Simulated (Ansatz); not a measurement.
HB–AlH, triplet: reading a ladder of total energies

Geometry: a point of a bend scan, not a stationary point.

```xyz
4

B    -1.1649    0.0000    0.7638
Al    0.4101    0.0000   -0.3146
H    -0.1887    0.0000    1.4322
H     1.7061    0.0000   -1.2021
```

Basis cc-pVDZ; Ansatz 0.2.0. Correlated methods freeze the noble-gas cores, which leaves 8 electrons in 36 orbitals. R marks a restricted (for open shells ROHF) determinant, U an unrestricted one.

Full CI isn't at hand for all of this; UCCSDT(Q) serves as the reference, and is uncertain by about the last step of the cluster series.

Runs differ by some tens of microhartree through their thresholds and, for an open shell, their frozen cores, so steps under 0.03 kcal/mol mean nothing.

```json
{"level": "UHF", "total energy (hartree)": "-267.600141"}
{"level": "UMP2", "total energy (hartree)": "-267.719834"}
{"level": "UCCSD", "total energy (hartree)": "-267.749630"}
{"level": "UCCSD(T)", "total energy (hartree)": "-267.754845"}
{"level": "UCCSDT", "total energy (hartree)": "-267.756269"}
{"level": "UCCSDT(Q)", "total energy (hartree)": "-267.756610"}
```

Problem. What is the correlation energy at UCCSDT(Q), and what share of it do UMP2 and UCCSDT recover?

Solution. E(corr) = -267.756610 − (-267.600141) = -0.156469 hartree = -4.258 eV. UMP2: -0.119693 / -0.156469 = 76.50 %. UCCSDT: -0.156128 / -0.156469 = 99.78 %.

Problem. By how many kcal/mol does UCCSD(T) miss UCCSDT(Q) (1 hartree = 627.509 kcal/mol), and which steps make up the rest?

Solution. -267.754845 − (-267.756610) = 0.001765 hartree = 1.11 kcal/mol. Steps: UCCSDT − UCCSD(T) = -0.89, UCCSDT(Q) − UCCSDT = -0.21 kcal/mol. Differences between like states or geometries often cancel part of this.
